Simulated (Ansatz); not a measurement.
**A barrier at the coupled-cluster level**

Start structure (SiH₄SO, singlet), relaxed at PBE0-D4/def2-TZVP:

```csv
atom,x (Å),y (Å),z (Å)
Si1,-0.3030,-0.2259,0.3845
S2,1.6798,-0.6487,-0.2781
O3,-0.9132,1.1721,-0.2229
H4,-0.3798,1.9631,-0.1258
H5,-1.2567,-1.2671,-0.0517
H6,-0.1595,-0.1919,1.8615
H7,1.3324,-0.8017,-1.5676
```

The step: SiH₄SO ([OH][SiH2][SH]) → SiH₂O ([O][SiH2]) + H₂S (still joined by a long Si–S bond); bonds formed: S2–H4; bonds broken: O3–H4; bonds weakened to dative contacts: Si1–S2. Ansatz 0.2.0; basis: def2-TZVPP and def2-QZVPP; cores frozen in the correlated methods. Extrapolation: Hartree–Fock as exp(−7.88 √X), correlation as X^−2.97. Energies below are by CCSD(T) at an estimated basis limit (MP2 extrapolated from triple and quadruple zeta, plus CCSD(T) − MP2 in triple zeta).

(1) What are the electronic barrier and the energy of the step, from the start structure to the end structure? (An estimate is asked for; the value comes from the calculation.)

No T1 diagnostic of these runs exceeds 0.017.

## Answers

(1) By the calculation: Barrier 227.4 kJ/mol; step energy 211.0 kJ/mol (uphill); reverse barrier, their difference, 16.3 kJ/mol. Barrier and step energy count from the start structure, the reverse barrier from the end structure.

The saddle point: One imaginary mode of 528i cm⁻¹.
```
  pair  start (Å)  saddle (Å)  end (Å)
 S2–H4       3.33        1.42     1.35
Si1–S2       2.13        2.43     2.51
 O3–H4       0.96        1.74     3.04
```

Zero-point energy (harmonic, PBE0-D4): ZPE is 107.9 kJ/mol at the start and 95.0 kJ/mol at the saddle, so the barrier goes from 227.4 to 214.5 kJ/mol.

First-order rate constant out of the start structure at 498 K by transition-state theory, with harmonic vibrational free energies alone and no tunnelling: ΔA‡ = 216.8 kJ/mol, so k = (kB T/h) exp(−ΔA‡/kB T) ≈ 10^-10 s⁻¹ (an order of magnitude at best: rotation, the number of equivalent paths and anharmonicity are left out).

Labels in which every atom is bracketed show which atoms are joined, not bond orders.

For scale, one of the runs: CCSD(T)/def2-TZVPP, 171 basis functions, launched by `ansatz run in.yaml --threads 2 --pin off --events-out ev --progress --plain --max-ram 4352MiB`. The run took 33 s on 2 CPU threads of an Arm Neoverse V1 (shared host), with 1.4 GiB of host memory at its peak.
